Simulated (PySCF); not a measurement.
All values below come from PySCF 2.14.0 with PBE-D3(BJ)/def2-TZVP // TPSSh-D3(BJ)/def2-TZVP. All species are isolated molecules in the gas phase. 

Reference species (SMILES): `[Cl][Al]([Cl])[Cl]` (neutral, multiplicity 1).

| Quantity | Result |
|---|---|
| dipole moment | 0.00 D |
| HOMO–LUMO gap | 5.79 eV |
| LUMO | -2.17 eV |

Changed species: `[AlH2][Cl]` (whole molecule; the reference has whole molecule).

Q: Predict the effect on the dipole moment, HOMO–LUMO gap and LUMO.

A: the dipole moment rises by 1.15 D, to 1.15 D; the HOMO–LUMO gap falls by 0.92 eV, to 4.87 eV; the LUMO falls by 0.24 eV, to -2.41 eV.
